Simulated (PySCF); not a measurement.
Match the calculated data to a structure.

All candidates are C6H10.

| technique | computed result |
| --- | --- |
| UV, first state | lowest singlet excitation: 5.64 eV (220 nm, f = 0.704) [TDDFT B3LYP/def2-SVPD] |
| Rotational structure | rotational constants A, B, C: 7.989, 2.125, 1.714 GHz [GFN2-xTB] |
| 1H NMR | chemical shifts (computed TMS as zero) by class: 6.56 (1 H), 5.79 (1 H), 5.24 (1 H), 5.22 (1 H), 1.97 (3 H), 1.86 (3 H) ppm [GIAO PBE0/pcSseg-1] |
| Triplet | lowest triplet excitation (Tamm–Dancoff): 3.29 eV [TDA B3LYP/def2-SVPD] |
| Couplings | largest of the computed one-bond spin–spin couplings (means over like bonds): 13C–1H +165.0, 13C–1H +160.9, 13C–1H +156.6, 13C–1H +156.3, 13C–1H +132.5 (×3), 13C–1H +132.1 (×3), 13C–13C +81.0, 13C–13C +77.7 Hz [B3LYP/pcJ-1, spin–dipole term left out] |
| 13C NMR | chemical shifts (computed TMS as zero) by class: 150.1 (1 C), 140.9 (1 C), 137.2 (1 C), 116.0 (1 C), 17.6 (1 C), 13.1 (1 C) ppm [GIAO PBE0/pcSseg-1] |
| Polarisability | 80.1 au [B3LYP/def2-SVPD] |
| Dipole | 0.74 D [B3LYP/def2-SVPD] |

Gas-phase values; electronic properties from PySCF, density fitting. Levels stand in brackets. Isolated species at its GFN2-xTB geometry (one conformer only). NMR values are class means; diastereotopic atoms form classes of their own.

Task: Which candidate is it?
A. `C=C/C(C)=C/C`
B. `C=C(C)C(=C)C`
C. `CC1=C(C)CC1`
D. `C[C@H]1C=CCC1`

Result: A. It is `C=C/C(C)=C/C`. Numbering: `[CH2:1]=[CH:2]/[C:3]([CH3:4])=[CH:5]/[CH3:6]`. Its formula, C6H10, gives 2 degrees of unsaturation: 0 rings and 2 π bonds in the structure found. 6 carbons fall into 6 classes; from least to most shielded: alkene CH carbon [C2] (150.1 ppm), fully substituted alkene carbon [C3] (140.9 ppm), alkene CH carbon [C5] (137.2 ppm), terminal =CH2 carbon [C1] (116.0 ppm), allylic carbon [C6] (17.6 ppm), allylic carbon [C4] (13.1 ppm). Hydrogen classes from least to most shielded: 1 H on an alkene CH carbon, C2 (6.56 ppm), 1 H on an alkene CH carbon, C5 (5.79 ppm), 1 H on a terminal =CH2 carbon, C1 (5.24 ppm), 1 H on a terminal =CH2 carbon, C1 (5.22 ppm), 3 H on an allylic carbon, C6 (1.97 ppm), 3 H on an allylic carbon, C4 (1.86 ppm, a mean of values up to 0.6 ppm apart in this geometry). The couplings run between: +165.0 Hz, terminal =CH2 carbon [C1] and its hydrogen; +160.9 Hz, terminal =CH2 carbon [C1] and its hydrogen; +156.6 Hz, alkene CH carbon [C2] and its hydrogen; +156.3 Hz, alkene CH carbon [C5] and its hydrogen; +132.5 Hz, allylic carbon [C4] and its hydrogen (with 2 like pairs); +132.1 Hz, allylic carbon [C6] and its hydrogen (with 2 like pairs); +81.0 Hz, fully substituted alkene carbon [C3] and alkene CH carbon [C5]; +77.7 Hz, terminal =CH2 carbon [C1] and alkene CH carbon [C2]. S1 is mainly HOMO→LUMO (weight 0.97); the largest Löwdin shares of the orbital it empties are 0.24 on an alkene CH carbon, 0.22 on the terminal =CH2 carbon, 0.20 on the fully substituted alkene carbon and 0.14 on an alkene CH carbon, of the orbital it fills 0.23 on the terminal =CH2 carbon, 0.23 on an alkene CH carbon, 0.17 on an alkene CH carbon and 0.13 on the fully substituted alkene carbon. The optimised geometry has point group Cs and is an asymmetric top.

The others, at the same levels:
- `C[C@H]1C=CCC1` fails: its computed 13C shifts are 144.4 (1 C), 137.4 (1 C), 45.2 (1 C), 37.7 (1 C), 34.4 (1 C), 24.1 (1 C) ppm, 1H shifts are 5.87 (1 H), 5.80 (1 H), 2.93 (1 H), 2.57 (1 H), 2.50 (1 H), 2.17 (1 H), 1.22 (1 H), 1.12 (3 H) ppm and lowest singlet excitation is 6.39 eV (194 nm, f = 0.021) (against 5.64 eV).
- `C=C(C)C(=C)C` fails: it has 3 carbon classes against 6; its computed 13C shifts are 150.5 (2 C), 120.0 (2 C), 23.7 (2 C) ppm, 1H shifts are 5.35 (2 H), 5.29 (2 H), 2.05 (6 H) ppm and rotational constant A is 4.960 GHz (against 7.989 GHz).
- `CC1=C(C)CC1` fails: it has 3 carbon classes against 6; its computed 13C shifts are 145.2 (2 C), 31.6 (2 C), 16.1 (2 C) ppm, 1H shifts are 2.27 (4 H), 1.79 (6 H) ppm and rotational constant A is 4.535 GHz (against 7.989 GHz).

Each candidate is one conformer, not necessarily the lowest. Dipoles, sizes and rotational constants follow the conformer. The torsions of the flexible species, by atom-mapped SMILES:
- `[CH2:1]=[CH:2]/[C:3]([CH3:4])=[CH:5]/[CH3:6]`: C1–C2–C3–C4 0°
- `[CH2:1]=[C:2]([CH3:3])[C:4](=[CH2:5])[CH3:6]`: C1–C2–C4–C5 180°

The conformers of `C[C@H]1C=CCC1` aren't listed.
